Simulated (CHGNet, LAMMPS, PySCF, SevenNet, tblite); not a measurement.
# How well does each level of theory give the cohesive energy of rock-salt LiF?

Reference value: 4.46 eV/atom (measured, static lattice: zero-point vibration energy added; as tabulated in Mejia-Rodriguez and Trickey (2018), arXiv:1807.09216).

| level (code) | value (eV/atom) | cell (Å³/atom) | error (eV/atom) |
|---|---|---|---|
| EIM (LAMMPS) | 4.43 | 8.11 | -0.03 |
| GFN1-xTB (tblite) | 4.18 | 8.91 | -0.28 |
| CHGNet-r²SCAN | 4.51 | 7.86 | +0.05 |
| SevenNet-l3i5 | 3.75 | 8.52 | -0.71 |
| PBE (PySCF) | 4.32 ± 0.04 | 8.40 | -0.14 |
| Hartree–Fock (PySCF) | 3.38 ± 0.05 | 7.89 | -1.08 |
| MP2 (PySCF) | 4.58 ± 0.1 | 8.20 | +0.12 |
| CCSD (PySCF) | 4.42 ± 0.1 | 8.03 | -0.04 |
| CCSD(T) (PySCF) | 4.47 ± 0.1 | 8.08 | +0.01 |

Leaving aside GFN1-xTB (doubt noted below), CHGNet-r²SCAN (doubt noted below), SevenNet-l3i5 (doubt noted below): Once the reference is moved by up to 0.04 eV/atom (a margin picked here for doubts on the reference and the settings) and values within 0.03 eV/atom count as equal, the nearest can be CCSD(T) (+0.01 eV/atom), EIM (-0.03 eV/atom) or CCSD (-0.04 eV/atom). Farthest off among them: Hartree–Fock (-1.08 eV/atom). Within 0.3 eV/atom: EIM, PBE, MP2, CCSD, CCSD(T).

A ± on a computed value is a rough bar: the spread of its extrapolation, a floor set from checks against published values, or a statistical error. GFN1-xTB: the free atoms are run in the same model without spin. GFN1-xTB: the method was fitted mainly to molecules. GFN1-xTB: the run uses a supercell at the zone centre in place of a k mesh. CHGNet-r²SCAN, SevenNet-l3i5: free atoms can lie outside what these potentials were trained on. Each level is taken at its own relaxed cell.

Empirical potentials (EIM) are fitted to chosen data: where that held the value shown, agreement is built in, and what lay outside the fit can be far off. Machine-learned potentials (CHGNet-r²SCAN, SevenNet-l3i5) are trained on DFT data: a solid inside that data is no test of them.

Differences are worked out from the printed values.
